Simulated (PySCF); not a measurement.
Compound: 3-pyrroline, C4H7N.
SMILES with atom numbers: `[CH:1]1=[CH:2][CH2:3][NH:4][CH2:5]1` (hydrogens: H6 on C1; H7 on C2; H8, H9 on C3; H10 on N4; H11, H12 on C5)

Cartesian coordinates in Å at the PBE0-D3(BJ)/def2-SVP level; atoms count from 1:
```xyz
12
C4H7N angstrom
C      0.3832    1.2301    0.1104
C     -0.9036    0.8845    0.0358
C     -1.0199   -0.6000   -0.2035
N      0.3298   -1.1256    0.0043
C      1.2501    0.0094   -0.0717
H      0.7711    2.2449    0.2219
H     -1.7558    1.5664    0.0753
H     -1.3704   -0.7891   -1.2388
H     -1.7484   -1.1001    0.4566
H      0.3795   -1.5135    0.9413
H      2.0545   -0.0789    0.6776
H      1.7578    0.0506   -1.0571
```

Computed with core-valence-separated Tamm–Dancoff BHandHLYP/aug-pcX-1 (pcseg-1 on H) in PySCF, non-relativistic, gas phase, PBE0-D3(BJ)/def2-SVP geometry. BHandHLYP without relativity tends to put these K edges a few eV too low, so spacings mean more than positions.

The lowest roots of each edge with f over 0.003 (five at most, numbered afresh; weaker and dark ones are left out), with transition dipoles (au) in the frame of the coordinates:

```json
{"root": "1", "edge": "C", "E (eV)": "282.75", "μx": "-0.0036", "μy": "-0.0152", "μz": "0.1320"}
{"root": "2", "edge": "C", "E (eV)": "285.71", "μx": "-0.0356", "μy": "-0.0096", "μz": "-0.0021"}
{"root": "3", "edge": "C", "E (eV)": "285.74", "μx": "-0.0148", "μy": "0.0537", "μz": "0.0064"}
{"root": "4", "edge": "C", "E (eV)": "286.20", "μx": "0.0681", "μy": "0.0179", "μz": "0.0049"}
{"root": "5", "edge": "C", "E (eV)": "286.20", "μx": "0.0019", "μy": "0.0098", "μz": "-0.0191"}
{"root": "6", "edge": "N", "E (eV)": "399.44", "μx": "0.0031", "μy": "-0.0198", "μz": "0.0374"}
{"root": "7", "edge": "N", "E (eV)": "400.67", "μx": "-0.0258", "μy": "-0.0069", "μz": "-0.0015"}
{"root": "8", "edge": "N", "E (eV)": "401.09", "μx": "-0.0032", "μy": "0.0083", "μz": "0.0164"}
{"root": "9", "edge": "N", "E (eV)": "401.61", "μx": "0.0073", "μy": "-0.0281", "μz": "0.0050"}
{"root": "10", "edge": "N", "E (eV)": "401.90", "μx": "0.0275", "μy": "0.0074", "μz": "0.0016"}
```

Task: What are the oscillator strengths?

Result: f = (2/3) ΔE |μ|², with ΔE in hartree (27.2114 eV):

```
root  ΔE (Eh)  |μ|² (au)      f  core hole on
   1  10.3911   0.017668  0.122         C1/C2
   2  10.4997   0.001364  0.010         C1/C2
   3  10.5006   0.003144  0.022         C1/C2
   4  10.5177   0.004982  0.035         C3/C5
   5  10.5178   0.000464  0.003         C3/C5
   6  14.6792   0.001800  0.018            N4
   7  14.7245   0.000715  0.007            N4
   8  14.7397   0.000348  0.003            N4
   9  14.7590   0.000868  0.009            N4
  10  14.7695   0.000814  0.008            N4
```

Task: Molecules are fixed in this frame and the field points along y. What effective strengths 3 f cos²θ do the roots have (θ between field and μ)?

Result: root 1 (C1/C2): 0.005, root 2 (C1/C2): 0.002, root 3 (C1/C2): 0.061, root 4 (C3/C5): 0.007, root 5 (C3/C5): 0.002, root 6 (N4): 0.012, root 7 (N4): 0.001, root 8 (N4): 0.002, root 9 (N4): 0.023, root 10 (N4): 0.002. Root 3 is the strongest. Averaged over all orientations cos²θ is 1/3, which gives f back. For degenerate partners only the sum has meaning, as the program may mix them freely.

One conformer stands for the species.
